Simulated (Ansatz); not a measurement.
Computed against measured: atomisation enthalpy at 298 K

8 molecules with nitrogen; the atomisation enthalpy at 298 K in kJ/mol, computed less measured. Shapes, held fixed at every level: PBE0-D4/def2-TZVP. Flexible molecules stand in one conformer, not always the lowest. Thermal terms are harmonic and unscaled (PBE0-D4/def2-TZVP); the spin-orbit lowering of the free atoms is taken from their spectra. Programs: Ansatz 0.2.0. Measured values: Active Thermochemical Tables, CRC Handbook of Chemistry and Physics.

Levels: A = HF/STO-3G; B = HF/def2-TZVPP; C = wB97X-V/def2-TZVPP; D = B2PLYP/def2-TZVPP; E = CCSD(T)/def2-SVP.

```json
{"molecule": "N2H (dinitrogen monohydride)", "from tabulated heats": "913", "A": "-725", "B": "-500", "C": "+25", "D": "+7", "E": "-101"}
{"molecule": "CHNS (isothiocyanic acid)", "from tabulated heats": "1557", "A": "-770", "B": "-637", "C": "+4", "D": "0", "E": "-131"}
{"molecule": "NH3 (ammonia)", "from tabulated heats": "1172", "A": "-368", "B": "-411", "C": "-1", "D": "-10", "E": "-105"}
{"molecule": "HNO3 (peroxynitrous acid)", "from tabulated heats": "1451", "A": "-1227", "B": "-1048", "C": "+16", "D": "-21", "E": "-188"}
{"molecule": "C2H3N (isocyanomethane)", "from tabulated heats": "2397", "A": "-610", "B": "-759", "C": "-9", "D": "-25", "E": "-134"}
{"molecule": "N2H4 (hydrazine)", "from tabulated heats": "1721", "A": "-683", "B": "-720", "C": "+15", "D": "-15", "E": "-170"}
{"molecule": "C3H5N (isocyanoethane)", "from tabulated heats": "3571", "A": "-660", "B": "-1048", "C": "-2", "D": "-32", "E": "-172"}
{"molecule": "C3H7N (SMILES NC1CC1)", "from tabulated heats": "4072", "A": "-611", "B": "-1190", "C": "+16", "D": "-39", "E": "-201"}
```

**Question.** Sum up the errors.

**Answer.** 
```csv
level,kind,mean error,mean absolute error,worst case
HF/STO-3G,Hartree–Fock,-706.8,706.8,HNO3
HF/def2-TZVPP,Hartree–Fock,-789.1,789.1,C3H7N
wB97X-V/def2-TZVPP,range-separated hybrid,+8.0,11.0,N2H
B2PLYP/def2-TZVPP,double hybrid,-16.9,18.6,C3H7N
CCSD(T)/def2-SVP,coupled cluster or CI,-150.2,150.2,C3H7N
```

On this set wB97X-V/def2-TZVPP has the smallest mean absolute error and HF/def2-TZVPP the largest. HF/STO-3G is too low in 8 of 8; HF/def2-TZVPP is too low in 8 of 8; B2PLYP/def2-TZVPP is too low in 6 of 8; CCSD(T)/def2-SVP is too low in 8 of 8. Heats of the atoms come from ATcT where it has them. The levels differ in basis as well as in method. The tabulated value of C2H3N is in doubt (older tables, estimates, or at odds with other calculations) and kept here. Over the 7 molecules whose values aren't doubted the mean absolute errors are A 720.6; B 793.4; C 11.3; D 17.7; E 152.6. For HF/def2-TZVPP and B2PLYP/def2-TZVPP the error tends to grow with the atomisation enthalpy. Hartree–Fock lacks correlation and underbinds. Correlated wave functions converge slowly with the basis. T1 is large for N2H (0.040), HNO3 (0.025), so single-reference values are less sure there. Spin contamination: N2H (⟨S²⟩ up to 0.92). Open shells run unrestricted. The set is small.
